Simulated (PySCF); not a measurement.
First SCF of a structure search on triplet [SiH3]-, at a hand-made T-shaped geometry. PySCF input:

```python
from pyscf import gto, scf, dft
mol = gto.M(atom='''
Si     0.000000     0.000000     0.000000
H      0.000000     0.000000     1.480000
H      1.479100     0.000000     0.051700
H     -1.479100     0.000000     0.051700''',
    basis={'Si': 'def2-TZVPD', 'H': 'def2-TZVPD'},
    charge=-1, spin=2)
mf = dft.UKS(mol, xc='PBE0')
mf.grids.atom_grid = (50, 194)
aux = {'Si': 'def2-universal-JKFIT', 'H': 'def2-universal-JKFIT'}
mf = mf.density_fit(auxbasis=aux)
mf.conv_tol = 1e-08
mf.diis_space = 10
mf.max_cycle = 60
mf.init_guess = 'minao'
mf.verbose = 4
mf.kernel()
```

Excerpt of the output (cycles alone):

```
init E= -290.896212606178
cycle= 1 E= -291.034059370564  delta_E= -0.138  |g|= 0.148  |ddm|= 0.999
cycle= 2 E= -291.052273181437  delta_E= -0.0182  |g|= 0.0947  |ddm|= 1.27
cycle= 3 E= -291.060298485397  delta_E= -0.00803  |g|= 0.0189  |ddm|= 0.358
cycle= 4 E= -291.060446900948  delta_E= -0.000148  |g|= 0.00394  |ddm|= 0.0372
cycle= 5 E= -291.060464306339  delta_E= -1.74e-05  |g|= 0.00103  |ddm|= 0.0166
cycle= 6 E= -291.060465784916  delta_E= -1.48e-06  |g|= 0.0004  |ddm|= 0.00583
cycle= 7 E= -291.060466033643  delta_E= -2.49e-07  |g|= 9.47e-05  |ddm|= 0.00196
cycle= 8 E= -291.060466054284  delta_E= -2.06e-08  |g|= 2.26e-05  |ddm|= 0.000657
cycle= 9 E= -291.060466055481  delta_E= -1.2e-09  |g|= 3.2e-06  |ddm|= 0.00013
Extra cycle  E= -291.060466055512  delta_E= -3.12e-11  |g|= 1.36e-06  |ddm|= 1.36e-05
converged SCF energy = -291.060466055512  <S^2> = 2.0066031  2S+1 = 3.0043989
```

No lower solution of this spin was found from smeared starts or by a stability analysis within the unrestricted form.

The search for the lowest solution, 3 starts and the stability check together, took 5 s on 2 threads of a shared Arm Neoverse V2 host, with 70 basis functions; the process peaked at 0.38 GiB. Launch command: `OMP_NUM_THREADS=2 python axn.py task.json out`.
